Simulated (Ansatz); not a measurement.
# Ni (Ni, fcc): the cost of one run

Program: Ansatz 0.2.0. Level of theory: DFT PBE, plane waves with PAW, scalar-relativistic. These are calculated values, not measurements.

### Step 1. The structure to begin with

It takes space group Fm-3m (No. 225, cubic). Conventional cell: a = 3.519 Å, b = 3.519 Å, c = 3.519 Å, α = 90.00°, β = 90.00°, γ = 90.00°. Around Ni (site symmetry m-3m) lie 12 Ni at 2.49 Å.

Structure file:

```cif
data_structure
_symmetry_space_group_name_H-M 'Fm-3m'
_symmetry_Int_Tables_number 225
_cell_length_a 3.5194
_cell_length_b 3.5194
_cell_length_c 3.5194
_cell_angle_alpha 90.000
_cell_angle_beta 90.000
_cell_angle_gamma 90.000
_cell_volume 43.59
loop_
_atom_site_label
_atom_site_type_symbol
_atom_site_symmetry_multiplicity
_atom_site_Wyckoff_symbol
_atom_site_fract_x
_atom_site_fract_y
_atom_site_fract_z
_atom_site_occupancy
Ni1 Ni 4 a 0.00000 0.00000 0.00000 1
```

Starting moments (μB): +0.67.

### Step 2. Width 0.01 eV

The run at 0.01 eV.

Contents of input.yaml:

```yaml
crystal:
  lattice:
    - [0.0, 1.7596893266, 1.7596893266]
    - [1.7596893266, 0.0, 1.7596893266]
    - [1.7596893266, 1.7596893266, 0.0]
  atoms:
    - { symbol: Ni, position: [0.0, 0.0, 0.0], spin: 0.672 }
hamiltonian:
  xc: pbe
  pseudopotentials:
    kind: paw
    azcp:
      Ni: "pseudopotentials/Ni.paw.azcp"
basis:
  ecutwfc: 420
  fft_grid_basis: typed
kpoints:
  mp_grid: { grid: [15, 15, 15], shift: [0, 0, 0] }
magnetization:
  spin_polarized: true
scf:
  occupations: { method: fermi_dirac, width: 0.01 }
  lower_state_search: "off"
output:
  stress: true
```

Started as:

```bash
> ansatz run input.yaml --threads 1 --pin off --max-ram 3584MiB --backend cpu --events-out ev --progress --plain --runs-dir out
```

**Question.** How long does this run take on 1 thread of Intel Xeon Platinum 8259CL at 2.50GHz (Skylake/Cascade Lake), shared host, and how much memory does it need?

About 5.4 s, with a peak of 0.39 GiB.
